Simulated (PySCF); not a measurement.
**Basis set benchmark on one molecule**

Molecule: `CP(C)(C)=O`, C3H9OP.

Atoms are numbered as in `[CH3:1][P:2]([CH3:3])([CH3:4])=[O:5]` (H(Xn): hydrogen on atom n).

Geometry PBE0-D3(BJ)/def2-SVP throughout; GIAO in PySCF, gas phase, one conformer, non-relativistic; equivalent atoms averaged; functional PBE0.

Reference values (measured; solution, CDCl3; B. Maryasin, H. Zipse, Phys. Chem. Chem. Phys. 13 (2011) 5150): δ(P2) = 39.3 ppm vs 85 % H3PO4. Computed shifts are taken against H3PO4, calculated as an isolated molecule at each level.

How do the basis sets pcSseg-0, cc-pVDZ, aug-cc-pVDZ, IGLO-III, cc-pVTZ, pcSseg-2 perform against the reference? Times are CPU seconds on 1 thread of an Intel Xeon Platinum 8488C, shared host.

Answers


```csv
basis set,functions,P2,abs. error P,core-s
pcSseg-0,67,-59.6,98.9,4.8
cc-pVDZ,119,4.5,34.8,9.4
aug-cc-pVDZ,200,-11.3,50.6,19
IGLO-III,274,9.2,30.1,30
cc-pVTZ,280,-4.4,43.7,31
pcSseg-2,313,6.3,33.0,42
```

For 31P the closest is IGLO-III (30.1 ppm) and the furthest pcSseg-0 (98.9 ppm). Where a smaller basis beats a larger one, errors probably cancel; the largest sets show where the functional converges. One molecule is a small sample, and vibrational and solvent effects are absent from the calculation.

A small basis that lands close on one nucleus may do so by chance; judge by the trend and by all nuclei.
